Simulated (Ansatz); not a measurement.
**Other spins and charges of SiH₄⁺, doublet at one geometry**

All five atoms lie in one plane.

Geometry (PBE0/def2-TZVP stationary point for this spin, not checked as a minimum):

```yaml
atoms:
  - { symbol: Si, position_ang: [0.0000, 0.0000, 0.0000] }
  - { symbol: H, position_ang: [-0.0112, 1.0909, 1.0838] }
  - { symbol: H, position_ang: [-0.0168, -1.0838, 1.0907] }
  - { symbol: H, position_ang: [0.0168, 1.0838, -1.0907] }
  - { symbol: H, position_ang: [0.0112, -1.0909, -1.0838] }
```

Basis 6-31G; Ansatz 0.2.0. Only valence electrons are correlated (noble-gas cores frozen). Prefix R: restricted or restricted open-shell reference; prefix U: unrestricted. Active spaces: valence = (7e, 8o) chosen from the atoms' valence shells.

Gaps are energies of the second state less the first, at fixed atoms, for a selection of the levels run; each method lands on the state that its own search finds for that charge and spin.

For open shells CISD and CISDTQ are restricted-active-space CI with the open shells as a complete middle space.

Q: PBE gives 4.547 eV for quartet less doublet. Estimate what full CI gives in 6-31G.

A: Full CI in 6-31G gives 4.537 eV, so against it PBE is off by 0.010 eV.

```json
{"level": "RHF", "gap (eV)": "3.773", "error (meV)": "-764"}
{"level": "UHF", "gap (eV)": "4.121", "error (meV)": "-416"}
{"level": "RMP2", "gap (eV)": "4.360", "error (meV)": "-177"}
{"level": "UMP2", "gap (eV)": "4.392", "error (meV)": "-145"}
{"level": "CISD", "gap (eV)": "4.460", "error (meV)": "-77"}
{"level": "RCCSD", "gap (eV)": "4.523", "error (meV)": "-14"}
{"level": "UCCSD", "gap (eV)": "4.522", "error (meV)": "-15"}
{"level": "RCCSD(T)", "gap (eV)": "4.534", "error (meV)": "-3"}
{"level": "UCCSD(T)", "gap (eV)": "4.531", "error (meV)": "-6"}
{"level": "BCCD(T)", "gap (eV)": "4.533", "error (meV)": "-4"}
{"level": "RCCSDT", "gap (eV)": "4.538", "error (meV)": "1"}
{"level": "UCCSDT", "gap (eV)": "4.538", "error (meV)": "1"}
{"level": "CISDTQ", "gap (eV)": "4.536", "error (meV)": "-1"}
{"level": "RCCSDT(Q)", "gap (eV)": "4.537", "error (meV)": "0"}
{"level": "UCCSDT(Q)", "gap (eV)": "4.537", "error (meV)": "0"}
{"level": "RCCSDTQ", "gap (eV)": "4.537", "error (meV)": "0"}
{"level": "UCCSDTQ", "gap (eV)": "4.537", "error (meV)": "0"}
{"level": "CASSCF (valence space)", "gap (eV)": "4.516", "error (meV)": "-21"}
{"level": "NEVPT2 (valence space)", "gap (eV)": "4.539", "error (meV)": "2"}
{"level": "MRCISD (valence space)", "gap (eV)": "4.539", "error (meV)": "2"}
{"level": "MRCISD+Q (valence space)", "gap (eV)": "4.539", "error (meV)": "2"}
{"level": "r2SCAN", "gap (eV)": "4.496", "error (meV)": "-41"}
{"level": "PBE0", "gap (eV)": "4.555", "error (meV)": "18"}
{"level": "B3LYP", "gap (eV)": "4.775", "error (meV)": "238"}
{"level": "wB97M-V", "gap (eV)": "4.860", "error (meV)": "323"}
{"level": "B2PLYP", "gap (eV)": "4.700", "error (meV)": "163"}
{"level": "RPA-PBE", "gap (eV)": "4.573", "error (meV)": "36"}
```

In so small a basis the reference is far from its limit while semilocal and hybrid functionals are nearer theirs (RPA and double hybrids share much of the reference's basis error), so the functionals' errors here hold much of the reference's basis and frozen-core error, which can add to them or hide them.

Full CI is exact within this basis and frozen core; it isn't the basis-set limit. The frozen core follows each run's orbitals, which can shift R against U totals by a few meV.
